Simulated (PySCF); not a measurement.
# Peak assignment

Bonds (- single, = double, # triple, : aromatic): C1-C2 1.493 Å, C2=C3 1.337 Å, C3-C4 1.496 Å, C4-C5 1.515 Å, C4-F6 1.387 Å. C1 carries H7, H8, H9; C2 carries H10; C3 carries H11; C4 carries H12; C5 carries H13, H14, H15. Stereochemistry as in C/C=C\[C@H](C)F.

PySCF 2.14 calculation with PBE0-D3(BJ)/def2-SVP geometry, σ from GIAO-HF/pcSseg-2 and spin–spin couplings from B3LYP/pcJ-1 (spin–dipole term only in couplings to heteroatoms); fast rotation and ring inversion assumed for equivalent nuclei, no solvent, single conformer, no relativistic terms.

δ = σ(ref) − σ, references computed at the same level: 13C and 1H against TMS.

Task: Assign these signals to the numbered atoms. 13C{1H} NMR (computed): δ 140.9 (CH, d, J = 24.2 Hz), 136.6 (CH, d, J = 9.8 Hz), 78.7 (CH, d, J = 218.4 Hz), 24.0 (CH3, d, J = 26.2 Hz), 14.3 (CH3).

Result: 
```tsv
δ (ppm)	atoms	environment	reason
140.9	C3	alkene CH	as expected for a trigonal carbon in a double bond
136.6	C2	alkene CH	–
78.7	C4	allylic sp3 CH bonded to F	pulled downfield by the heteroatom
24.0	C5	methyl carbon	a saturated carbon with 1 carbon neighbour and no heteroatom attached
14.3	C1	allylic methyl carbon	saturated and bonded to C and H only
```

Task: Assign these signals to the numbered atoms. 1H NMR (400 MHz, computed): δ 5.69 (m, 1H), 5.69 (m, 1H), 5.08 (m, 1H), 1.70 (m, 3H), 1.26 (dd, J = 21.7, 7.1 Hz, 3H).

Result: 
5.69 → H11, hydrogen on an alkene CH: attached to an sp2 carbon and in the plane of the double bond
5.69 → H10, hydrogen on an alkene CH
5.08 → H12, hydrogen on an allylic sp3 CH bonded to F: its carbon carries F, hence the downfield position
1.70 → H7/H8/H9, hydrogen on an allylic methyl carbon: allylic position
1.26 → H13/H14/H15, hydrogen on a methyl carbon

H11 and H10 lie closer than the usual error of such a calculation, so a measured spectrum could show them in the other order.

C–F couplings over four or more bonds (about 3 Hz to the para carbon of a fluoroarene) are left out. Common functionals overestimate the size of one-bond C–F couplings by tens of Hz; these are unscaled. Multiplet labels drop couplings under 1 Hz and merge nearly equal ones. Unscaled 3J(H,H) at this level run about 10 % above measured values. Shifts are as computed, not scaled to solution data. Of 1211 compounds with measured shifts, 218 miss one by over three times the rms of a fit or turn the order of signals round; such compounds aren't used in these exercises. Couplings across =CH–CH2 type bonds come from one rotamer and its mirror image, and can be 1–2 Hz further off. Vicinal couplings across rotatable single bonds and in flexible rings belong to the one computed conformer; a conformer average would change them.
